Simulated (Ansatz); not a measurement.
Scan of [H···H···O], triplet

Starting geometry:

```tsv
atom	x (Å)	y (Å)	z (Å)
H	0.0000	0.0000	-0.9980
H	0.0000	0.0000	-0.2530
O	0.0000	0.0000	1.2510
```

From there H2 is moved from one fragment to the other while all else, the fragments' distance too, stays fixed, so the hump isn't the reaction's barrier; atoms are numbered as listed. Energies are in kcal/mol, counted from the starting geometry at the same level. Kohn–Sham curves are unrestricted where that lies lower.

Basis 6-31G; Ansatz 0.2.0. Only valence electrons are correlated (noble-gas cores frozen).

In so small a basis the reference is far from its limit while semilocal and hybrid functionals are nearer theirs (RPA and double hybrids share much of the reference's basis error), so the functionals' errors here hold much of the reference's basis and frozen-core error, which can add to them or hide them.

Full CI is exact within this basis and frozen core; it isn't the basis-set limit.

```json
{"distance H1-H2 (Å)": "0.693", "full CI": "0.0", "PBE": "2.0", "r2SCAN": "1.3", "PBE0": "1.1", "B3LYP": "1.2", "r2SCAN0": "0.7", "wB97M-V": "0.7", "B2PLYP": "0.4", "RPA-PBE": "0.2"}
{"distance H1-H2 (Å)": "0.745", "full CI": "0.0", "PBE": "0.0", "r2SCAN": "0.0", "PBE0": "0.0", "B3LYP": "0.0", "r2SCAN0": "0.0", "wB97M-V": "0.0", "B2PLYP": "0.0", "RPA-PBE": "0.0"}
{"distance H1-H2 (Å)": "0.818", "full CI": "3.2", "PBE": "0.1", "r2SCAN": "0.9", "PBE0": "1.4", "B3LYP": "1.4", "r2SCAN0": "2.0", "wB97M-V": "2.1", "B2PLYP": "2.5", "RPA-PBE": "2.7"}
{"distance H1-H2 (Å)": "0.892", "full CI": "8.1", "PBE": "1.8", "r2SCAN": "3.2", "PBE0": "4.5", "B3LYP": "4.3", "r2SCAN0": "5.3", "wB97M-V": "5.7", "B2PLYP": "6.4", "RPA-PBE": "7.0"}
{"distance H1-H2 (Å)": "0.965", "full CI": "12.3", "PBE": "3.5", "r2SCAN": "5.3", "PBE0": "7.2", "B3LYP": "7.1", "r2SCAN0": "8.2", "wB97M-V": "9.1", "B2PLYP": "9.9", "RPA-PBE": "11.0"}
{"distance H1-H2 (Å)": "1.039", "full CI": "14.4", "PBE": "4.6", "r2SCAN": "6.2", "PBE0": "8.7", "B3LYP": "8.9", "r2SCAN0": "9.6", "wB97M-V": "11.0", "B2PLYP": "11.6", "RPA-PBE": "13.5"}
{"distance H1-H2 (Å)": "1.112", "full CI": "14.1", "PBE": "4.9", "r2SCAN": "6.0", "PBE0": "8.7", "B3LYP": "9.3", "r2SCAN0": "9.2", "wB97M-V": "11.2", "B2PLYP": "11.4", "RPA-PBE": "14.3"}
{"distance H1-H2 (Å)": "1.186", "full CI": "12.6", "PBE": "5.1", "r2SCAN": "5.7", "PBE0": "8.1", "B3LYP": "9.3", "r2SCAN0": "8.3", "wB97M-V": "10.7", "B2PLYP": "10.4", "RPA-PBE": "14.2"}
{"distance H1-H2 (Å)": "1.259", "full CI": "12.2", "PBE": "7.0", "r2SCAN": "7.0", "PBE0": "8.7", "B3LYP": "10.7", "r2SCAN0": "8.8", "wB97M-V": "11.4", "B2PLYP": "10.7", "RPA-PBE": "15.1"}
```

Judged by the spread of the error over the points with a reference (largest less smallest), which of these follows full CI best and which worst?

Subtracting the full CI column from each: best B2PLYP (errors from -2.8 to 0.5, spread 3.2 kcal/mol), worst PBE (from -9.7 to 2.1, spread 11.8 kcal/mol). Functionals and wave-function methods converge differently with the basis, so part of this is basis effect.
